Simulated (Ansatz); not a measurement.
Z-matrix (Å, degrees):
```
C
N 1 1.439
H 1 1.100 2 113.8
H 1 1.093 2 109.7 3 -121.4
H 1 1.093 2 109.7 3 121.4
C 2 1.256 1 117.6 3 -0.0
O 6 1.334 2 124.1 1 180.0
H 6 1.095 2 125.5 1 -0.0
C 7 1.420 6 115.6 2 0.0
H 9 1.092 7 110.7 6 60.0
H 9 1.092 7 110.7 6 -60.1
H 9 1.088 7 105.9 6 180.0
```

Total charge 0; spin multiplicity 1.

Task: List the r2SCAN/def2-TZVPP orbital energies in eV (Ansatz). (Estimate.)

Result: Ansatz gave: Occupied: -516.85, -384.81, -275.23, -274.27, -273.54, -28.55, -23.85, -19.04, -17.76, -14.77, -13.20, -12.35, -11.99, -10.77, -10.55, -9.97, -8.79, -8.67, -6.33, -6.32. Lowest empty: -0.16, 1.77, 1.90, 2.55, 2.61, 3.47, 3.48, 3.62.
